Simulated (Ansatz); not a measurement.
Species: NH$_{3}$, charge 0, triplet. This triplet is an excited state, 5.7 eV above the singlet at CCSD(T)/cc-pV5Z (Ansatz, an electronic-structure program). NH3 (parent SMILES N, triplet).
B3LYP-D3(BJ)/def2-TZVP minimum from Ansatz:
```
N
H 1 1.1010
H 1 1.1010 2 120.00
H 1 1.1010 2 120.00 3 180.00
```
Charge 0, spin multiplicity 3.

Hartree-Fock and MP2 correlation energies in hartree (Ansatz). Radicals and triplets start from unrestricted determinants; spin-orbit coupling is neglected. Correlated methods leave the cores frozen. No relativity. The spin of H3N (parent SMILES N, triplet) was assumed, and the state is the lowest solution found for it.

| basis | X | E(HF) | E(corr, MP2) |
|---|---|---|---|
| cc-pVTZ | 3 | -56.03071 | -0.20327 |
| cc-pVQZ | 4 | -56.04086 | -0.21577 |
| cc-pV5Z | 5 | -56.04645 | withheld |

**Question.** Fit E(corr) = E∞ + A/X³ to X = 3 and 4, predict X = 5, and compare with the run.

**Answer.** A = (-0.20327 - (-0.21577))/(1/27 - 1/64) = 0.5838; E∞ = -0.21577 - A/64 = -0.22489; at X = 5, E∞ + A/125 = -0.22022. The run gave -0.21995, 0.27 mEh above the prediction. The same form on X = 4 and 5 gives E∞ = -0.22434, 0.56 mEh above the first estimate.
